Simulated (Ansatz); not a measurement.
# CH4S2: functionals against CCSD(T) at one geometry

How do the functionals fare away from a minimum? The structure is a structure displaced at random from a GFN2-xTB minimum.

Method: single points in def2-TZVPP; program: Ansatz 0.2.0, Gaussian basis.

Correlated methods freeze the cores.

## Step 1: Where the work starts

SMILES `SCS`, 7 atoms, charge 0, spin multiplicity 1.

Atoms are counted from 1 here; the program's logs count them from 0.

Bond lengths: S1–C2 1.923 Å, S1–H4 1.198 Å, C2–S3 1.933 Å, C2–H5 1.031 Å, C2–H6 0.712 Å, S3–H7 1.361 Å. Angles: C2–S1–H4 92.8°, S1–C2–S3 106.0°, S1–C2–H5 109.1°, S1–C2–H6 110.3°, S3–C2–H5 89.9°, S3–C2–H6 117.0°, H5–C2–H6 122.1°, C2–S3–H7 101.1°.

Geometry (Å):

```xyz
7
charge 0, multiplicity 1
S    -1.20680    0.98940   -0.91260
C    -0.12160   -0.12230    0.22030
S     1.71250    0.27180   -0.24570
H    -2.19790    0.35550   -0.68600
H    -0.02840   -1.05460   -0.21000
H    -0.30760   -0.03670    0.90230
H     2.38340   -0.48480    0.66540
```

## Step 2: CCSD(T)/def2-TZVPP

Contents of run/in.yaml:

```yaml
crystal:
  periodic: [false, false, false]
  atoms:
    - {symbol: S, position_ang: [-1.206800, 0.989400, -0.912600]}
    - {symbol: C, position_ang: [-0.121600, -0.122300, 0.220300]}
    - {symbol: S, position_ang: [1.712500, 0.271800, -0.245700]}
    - {symbol: H, position_ang: [-2.197900, 0.355500, -0.686000]}
    - {symbol: H, position_ang: [-0.028400, -1.054600, -0.210000]}
    - {symbol: H, position_ang: [-0.307600, -0.036700, 0.902300]}
    - {symbol: H, position_ang: [2.383400, -0.484800, 0.665400]}
basis:
  gaussian: {orbitals: def2-TZVPP}
correlation: {method: ccsd_t}
output: {forces: true}
```

No record of the launch command was kept for these runs.

## Step 3: PBE0-D4/def2-TZVPP

run/in.yaml, as its differences from that of step 2:

```diff
@@ -12,3 +12,3 @@
   gaussian: {orbitals: def2-TZVPP}
-correlation: {method: ccsd_t}
-output: {forces: true}
+hamiltonian: {xc: pbe0, dispersion: d4}
+output: {forces: true, orbitals: {seedname: orbitals}}
```

## Step 4: wB97M-V/def2-TZVPP

run/in.yaml, as its differences from that of step 3:

```diff
@@ -12,3 +12,3 @@
   gaussian: {orbitals: def2-TZVPP}
-hamiltonian: {xc: pbe0, dispersion: d4}
-output: {forces: true, orbitals: {seedname: orbitals}}
+hamiltonian: {xc: {name: wB97M-V}}
+output: {forces: true}
```

## Step 5: r2SCAN-D4/def2-TZVPP

run/in.yaml, as its differences from that of step 4:

```diff
@@ -12,3 +12,3 @@
   gaussian: {orbitals: def2-TZVPP}
-hamiltonian: {xc: {name: wB97M-V}}
+hamiltonian: {xc: r2scan, dispersion: d4}
 output: {forces: true}
```

## Step 6: PBE-D4/def2-TZVPP

run/in.yaml, as its differences from that of step 5:

```diff
@@ -12,3 +12,3 @@
   gaussian: {orbitals: def2-TZVPP}
-hamiltonian: {xc: r2scan, dispersion: d4}
+hamiltonian: {xc: pbe, dispersion: d4}
 output: {forces: true}
```

## Step 7: r2SCAN0-D4/def2-TZVPP

run/in.yaml, as its differences from that of step 6:

```diff
@@ -12,3 +12,3 @@
   gaussian: {orbitals: def2-TZVPP}
-hamiltonian: {xc: pbe, dispersion: d4}
+hamiltonian: {xc: {name: r2SCAN0}, dispersion: d4}
 output: {forces: true}
```

## Step 8: HSE06-D4/def2-TZVPP

run/in.yaml, as its differences from that of step 7:

```diff
@@ -12,3 +12,3 @@
   gaussian: {orbitals: def2-TZVPP}
-hamiltonian: {xc: {name: r2SCAN0}, dispersion: d4}
+hamiltonian: {xc: hse06, dispersion: d4}
 output: {forces: true}
```

(Steps that only read results are left out.)

What does the calculation give? Wanted: energy less free atoms, CCSD(T)/def2-TZVPP; RMS force component; RMS force error; HOMO and LUMO, PBE0-D4; T1 diagnostic.

As calculated:

| quantity | value |
| --- | --- |
| energy less free atoms, CCSD(T)/def2-TZVPP | -366.0 kcal/mol |
| RMS force component | 13.700 to 13.794 eV/Å over the methods |
| RMS force error | PBE0-D4 0.104, wB97M-V 0.122, r2SCAN-D4 0.109, PBE-D4 0.205, r2SCAN0-D4 0.123, HSE06-D4 0.100 eV/Å |
| HOMO and LUMO, PBE0-D4 | -7.08 and -0.31 eV |
| T1 diagnostic | 0.011 |

Against CCSD(T) the functionals' energies less atoms differ by -24.5 to -9.3 kcal/mol, PBE-D4 by -24.5 kcal/mol. The reference is not at the basis limit: in triple zeta CCSD(T) underbinds, which counts against methods that bind more; the gaps are no ranking. For forces HSE06-D4 does best and PBE-D4 worst. Frozen-core CCSD(T) forces in triple zeta carry basis errors of their own, and this is one geometry, so small gaps rank nothing.
